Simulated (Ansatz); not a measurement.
`COC(C)N` and `CC(N)C=O` differ in one atom or group.

Ansatz, PBE0-D4/def2-TZVP geometries, multiplicity 1. Each molecule was computed in one conformer, which needn't be the lowest.

| property | `COC(C)N` |
| --- | --- |
| LUMO energy (PBE/def2-TZVPP) / eV | 0.44 |
| size of the dipole moment (ωB97M-V/def2-TZVPP) / D | 0.87 |
| HOMO–LUMO gap (PBE/def2-TZVPP) / eV | 6.09 |
| size of the dipole moment (PBE/def2-TZVPP) / D | 0.73 |
| HOMO energy (B3LYP/def2-TZVPP) / eV | -6.98 |
| size of the dipole moment (B3LYP/def2-TZVPP) / D | 0.85 |

(1) Give the same properties after the change, and the shifts. (An estimate is asked.)

Answers

(1) Ansatz gave: 
```tsv
property	`CC(N)C=O`	shift
LUMO energy (PBE/def2-TZVPP) / eV	-1.89	-2.33
size of the dipole moment (ωB97M-V/def2-TZVPP) / D	3.03	2.16
HOMO–LUMO gap (PBE/def2-TZVPP) / eV	3.77	-2.32
size of the dipole moment (PBE/def2-TZVPP) / D	2.96	2.23
HOMO energy (B3LYP/def2-TZVPP) / eV	-7.00	-0.02
size of the dipole moment (B3LYP/def2-TZVPP) / D	3.05	2.20
```

The zero-point energy changes by -62.4 kJ/mol with -6 modes. Dipoles are sizes alone; their direction can turn.

Positive LUMOs are unbound, so they and the gaps depend on the basis.

B3LYP here is the variant with VWN-RPA as its local correlation; programs differ in this.
